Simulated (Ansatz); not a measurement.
System: fcc Ag. Method: PBE-D4 (Ansatz, an electronic-structure program, PAW).

Run with plane-wave cutoff 500 eV, 30×30×30 k mesh, Fermi–Dirac smearing 0.1 eV, no spin polarisation, scalar-relativistic PAW data made under PBE.

Computed at the level's own relaxed cell.

Q: What does this level give for the volume per atom and lattice constant a?

A: 
volume per atom: 17.01 Å³/atom
lattice constant a: 4.082 Å

Measured, for comparison: equilibrium volume per atom 16.76 Å³/atom (static lattice: zero-point anharmonic expansion removed; as tabulated in Mejia-Rodriguez and Trickey (2018), arXiv:1807.09216); lattice constant a 4.062 Å (static lattice: zero-point anharmonic expansion removed, our sources range from 4.056 to 4.063; as tabulated in Mejia-Rodriguez and Trickey (2018), arXiv:1807.09216). Computed (rounded) less measured: equilibrium volume per atom +1.5 %, lattice constant a +0.5 % (+0.5 % to +0.6 % over the range).

The computed numbers hold no vibrational or temperature effects.

It cost very roughly 60 core-seconds of CPU time.
